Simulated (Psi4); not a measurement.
Psi4 input (wB97X-D/6-31G*):

```
memory 1500 MB

molecule {
0 2
C     0.00208896    0.11076286    0.56554208
C     0.00769666    1.29361937   -0.33312299
C    -0.00859851   -1.22977573   -0.19896260
H    -0.87541578    0.14180117    1.21884811
H     0.88120435    0.13115753    1.21648066
H    -0.01458955   -2.07109408    0.49776324
H     0.93564434    1.69815158   -0.71482722
H    -0.91438724    1.68006178   -0.74684719
H    -0.89180820   -1.30714854   -0.83534718
H     0.87222938   -1.32056836   -0.83680937
symmetry c1
no_reorient
no_com
}

set {
  basis 6-31G*
  reference uks
  scf_type pk
  dft_radial_points 99
  dft_spherical_points 590
  e_convergence 1e-8
  d_convergence 1e-7
  maxiter 150
}

e = energy('wb97x-d')
print_out(f'\nFINAL {e:.10f} DIPOLE {variable("CURRENT DIPOLE")[0]:.6f} {variable("CURRENT DIPOLE")[1]:.6f} {variable("CURRENT DIPOLE")[2]:.6f}\n')
```

Output:

```
   => Loading Basis Set <=

    Name: 6-31G*
    Role: ORBITAL
    Keyword: BASIS
    atoms 1-3  entry C          line   111 file 6-31gs.gbs
    atoms 4-10 entry H          line    44 file 6-31gs.gbs

   => WB97X-D: Empirical Dispersion <=

    Chai and Head-Gordon Dispersion Correction
    Chai, J.-D.; Head-Gordon, M. (2010), J. Chem. Phys., 132: 6615-6620

        s6 =       1.000000

         ---------------------------------------------------------
                                   SCF
               by Justin Turney, Rob Parrish, Andy Simmonett
                          and Daniel G. A. Smith
                              UKS Reference
         ---------------------------------------------------------

  ==> Geometry <==

    Molecular point group: c1
    Full point group: C1

    Geometry (in Angstrom), charge = 0, multiplicity = 2:

       Center              X                  Y                   Z               Mass
    ------------   -----------------  -----------------  -----------------  -----------------
         C            0.002088960000     0.110762860000     0.565542080000    12.000000000000
         C            0.007696660000     1.293619370000    -0.333122990000    12.000000000000
         C           -0.008598510000    -1.229775730000    -0.198962600000    12.000000000000
         H           -0.875415780000     0.141801170000     1.218848110000     1.007825032230
         H            0.881204350000     0.131157530000     1.216480660000     1.007825032230
         H           -0.014589550000    -2.071094080000     0.497763240000     1.007825032230
         H            0.935644340000     1.698151580000    -0.714827220000     1.007825032230
         H           -0.914387240000     1.680061780000    -0.746847190000     1.007825032230
         H           -0.891808200000    -1.307148540000    -0.835347180000     1.007825032230
         H            0.872229380000    -1.320568360000    -0.836809370000     1.007825032230

  Running in c1 symmetry.

  Rotational constants: A =      1.04913  B =      0.29592  C =      0.26615 [cm^-1]
  Rotational constants: A =  31452.18181  B =   8871.55838  C =   7978.83849 [MHz]
  Nuclear repulsion =   75.822206152539948

  Charge       = 0
  Multiplicity = 2
  Electrons    = 25
  Nalpha       = 13
  Nbeta        = 12

  ==> Algorithm <==

  SCF Algorithm Type is PK.
  DIIS enabled.
  MOM disabled.
  Fractional occupation disabled.
  Guess Type is SAD.
  Energy threshold   = 1.00e-08
  Density threshold  = 1.00e-07
  Integral threshold = 1.00e-12

  ==> Primary Basis <==

  Basis Set: 6-31G*
    Blend: 6-31G*
    Number of shells: 32
    Number of basis functions: 59
    Number of Cartesian functions: 59
    Spherical Harmonics?: false
    Max angular momentum: 2

  ==> DFT Potential <==

   => LibXC <=

    Version 7.1.2
    S. Lehtola, C. Steigemann, M. J. T. Oliveira, and M. A. L. Marques,  SoftwareX 7, 1–5 (2018) (10.1016/j.softx.2017.11.002)

   => Composite Functional: WB97X-D <=

    wB97X-D Hyb-GGA Exchange-Correlation Functional

    J.-D. Chai and M. Head-Gordon,  Phys. Chem. Chem. Phys. 10, 6615–6620 (2008) (10.1039/B810189B)

    Deriv               =              1
    GGA                 =           TRUE
    Meta                =          FALSE

    Exchange Hybrid     =           TRUE
    MP2 Hybrid          =          FALSE

   => Exchange-Correlation Functionals <=

    1.0000   wB97X-D range-separated functional

   => Exact (HF) Exchange <=

    0.7780            HF,LR [omega = 0.2000]
    0.2220               HF

   => LibXC Density Thresholds  <==

    XC_HYB_GGA_XC_WB97X_D:  1.00E-14

   => Molecular Quadrature <=

    Radial Scheme          =       TREUTLER
    Pruning Scheme         =           NONE
    Nuclear Scheme         =       TREUTLER

    Blocking Scheme        =         OCTREE
    BS radius alpha        =              1
    Pruning alpha          =              1
    Radial Points          =             99
    Spherical Points       =            590
    Total Points           =         549525
    Total Blocks           =           3888
    Max Points             =            256
    Max Functions          =             59
    Weights Tolerance      =       1.00E-15

  ==> Integral Setup <==

  Using in-core PK algorithm.
   Calculation information:
      Number of atoms:                  10
      Number of AO shells:              32
      Number of primitives:             73
      Number of atomic orbitals:        59
      Number of basis functions:        59

      Integral cutoff                 1.00e-12
      Number of threads:                 1

  Performing in-core PK
  Using 4702005 doubles for integral storage.
  We computed 138563 shell quartets total.
  Whereas there are 139656 unique shell quartets.

  Computing range-separated integrals for PK
  We computed 138563 wK shell quartets total.
  Whereas there are 139656 wK unique shell quartets.

  ==> DiskJK: Disk-Based J/K Matrices <==

    J tasked:                  Yes
    K tasked:                  Yes
    wK tasked:                 Yes
    Omega:               2.000E-01
    Schwarz Cutoff:          1E-12


  Cached 100.0% of DFT collocation blocks in 0.868 [GiB].

  Minimum eigenvalue in the overlap matrix is 6.5664324159E-03.
  Reciprocal condition number of the overlap matrix is 9.6553304336E-04.
    Using symmetric orthogonalization.

  ==> Pre-Iterations <==

  SCF Guess: Superposition of Atomic Densities via on-the-fly atomic UHF (no occupation information).

   -------------------------
    Irrep   Nso     Nmo
   -------------------------
     A         59      59
   -------------------------
    Total      59      59
   -------------------------

  ==> Iterations <==

                        Total Energy        Delta E     RMS |[F,P]|

   @UKS iter SAD:  -117.66655506816930   -1.17667e+02   0.00000e+00
   @UKS iter   1:  -118.29658424993085   -6.30029e-01   8.28418e-03 ADIIS/DIIS
   @UKS iter   2:  -118.36471493748691   -6.81307e-02   6.06614e-03 ADIIS/DIIS
   @UKS iter   3:  -118.42842123868678   -6.37063e-02   4.42419e-04 ADIIS/DIIS
   @UKS iter   4:  -118.42896251877885   -5.41280e-04   2.08634e-04 ADIIS/DIIS
   @UKS iter   5:  -118.42907968869949   -1.17170e-04   5.52579e-05 DIIS
   @UKS iter   6:  -118.42909338528456   -1.36966e-05   1.63838e-05 DIIS
   @UKS iter   7:  -118.42909503483807   -1.64955e-06   3.92898e-06 DIIS
   @UKS iter   8:  -118.42909511119703   -7.63590e-08   9.13467e-07 DIIS
   @UKS iter   9:  -118.42909511438405   -3.18703e-09   4.07269e-07 DIIS
   @UKS iter  10:  -118.42909511490055   -5.16494e-10   1.34824e-07 DIIS
   @UKS iter  11:  -118.42909511497642   -7.58718e-11   2.30106e-08 DIIS
  Energy and wave function converged.

  ==> Post-Iterations <==

   Electrons on quadrature grid:
      Nalpha   =   13.0000003183 ; deviation = 3.183e-07
      Nbeta    =   12.0000003529 ; deviation = 3.529e-07
      Ntotal   =   25.0000006712 ; deviation = 6.712e-07

   @Spin Contamination Metric:   4.445661795E-03
   @S^2 Expected:                7.500000000E-01
   @S^2 Observed:                7.544456618E-01
   @S   Expected:                5.000000000E-01
   @S   Observed:                5.000000000E-01

    Orbital Energies [Eh]
    ---------------------

    Alpha Occupied:

       1A    -10.292911     2A    -10.292588     3A    -10.283277
       4A     -0.879581     5A     -0.769435     6A     -0.672146
       7A     -0.550818     8A     -0.514175     9A     -0.476866
      10A     -0.460659    11A     -0.429740    12A     -0.411686
      13A     -0.275396

    Alpha Virtual:

      14A      0.190151    15A      0.226984    16A      0.227796
      17A      0.245700    18A      0.264720    19A      0.265255
      20A      0.311715    21A      0.313910    22A      0.358551
      23A      0.603499    24A      0.625998    25A      0.629919
      26A      0.642408    27A      0.684203    28A      0.697701
      29A      0.756732    30A      0.796073    31A      0.918510
      32A      0.921943    33A      0.975604    34A      0.996705
      35A      1.003559    36A      1.034552    37A      1.058161
      38A      1.079194    39A      1.134645    40A      1.314882
      41A      1.526775    42A      1.573094    43A      1.705537
      44A      1.772125    45A      1.836186    46A      2.001983
      47A      2.051032    48A      2.077757    49A      2.193555
      50A      2.247881    51A      2.300618    52A      2.413494
      53A      2.477628    54A      2.576601    55A      2.665463
      56A      2.766031    57A      4.208989    58A      4.330793
      59A      4.537305

    Beta Occupied:

       1A    -10.293499     2A    -10.281843     3A    -10.281482
       4A     -0.868184     5A     -0.748515     6A     -0.656188
       7A     -0.545552     8A     -0.507052     9A     -0.470389
      10A     -0.446495    11A     -0.423209    12A     -0.409131

    Beta Virtual:

      13A      0.039320    14A      0.193981    15A      0.229989
      16A      0.240182    17A      0.247339    18A      0.265989
      19A      0.269779    20A      0.316283    21A      0.318533
      22A      0.367291    23A      0.606669    24A      0.626796
      25A      0.642091    26A      0.662515    27A      0.699813
      28A      0.721257    29A      0.767506    30A      0.807563
      31A      0.922236    32A      0.929293    33A      0.980670
      34A      1.000862    35A      1.006027    36A      1.042293
      37A      1.067829    38A      1.083378    39A      1.136701
      40A      1.320642    41A      1.543159    42A      1.577575
      43A      1.725735    44A      1.824900    45A      1.864411
      46A      2.016085    47A      2.053897    48A      2.089270
      49A      2.254712    50A      2.264381    51A      2.305909
      52A      2.416104    53A      2.489993    54A      2.584803
      55A      2.675037    56A      2.778011    57A      4.233469
      58A      4.355150    59A      4.540925

    Final Occupation by Irrep:
              A
    DOCC [    12 ]
    SOCC [     1 ]
    NA   [    13 ]
    NB   [    12 ]

  @UKS Final Energy:  -118.42909511497642

   => Energetics <=

    Nuclear Repulsion Energy =             75.8222061525399482
    One-Electron Energy =                -307.6845338541765500
    Two-Electron Energy =                 126.1615845955720658
    DFT Exchange-Correlation Energy =     -12.7251630330003049
    Empirical Dispersion Energy =          -0.0031889759115633
    VV10 Nonlocal Energy =                  0.0000000000000000
    Total Energy =                       -118.4290951149764197

  UHF NO Occupations:
  HONO-2 :   11  A 1.9996534
  HONO-1 :   12  A 1.9987303
  HONO-0 :   13  A 1.0000000
  LUNO+0 :   14  A 0.0012697
  LUNO+1 :   15  A 0.0003466
  LUNO+2 :   16  A 0.0003092
  LUNO+3 :   17  A 0.0002712

Computation Completed

Properties will be evaluated at   0.000000,   0.000000,   0.000000 [a0]

Properties computed using the SCF density matrix

 Multipole Moments:

 ------------------------------------------------------------------------------------
     Multipole            Electronic (a.u.)      Nuclear  (a.u.)        Total (a.u.)
 ------------------------------------------------------------------------------------

 L = 1.  Multiply by 2.5417464519 to convert [e a0] to [Debye]
 Dipole X            :          0.0007900           -0.0000001            0.0007899
 Dipole Y            :         -0.0870984            0.0000002           -0.0870983
 Dipole Z            :          0.0038882           -0.0000000            0.0038882
 Magnitude           :                                                    0.0871886

 ------------------------------------------------------------------------------------

FINAL -118.4290951150 DIPOLE 0.000790 -0.087098 0.003888

*** Psi4 exiting successfully. Buy a developer a beer!
```
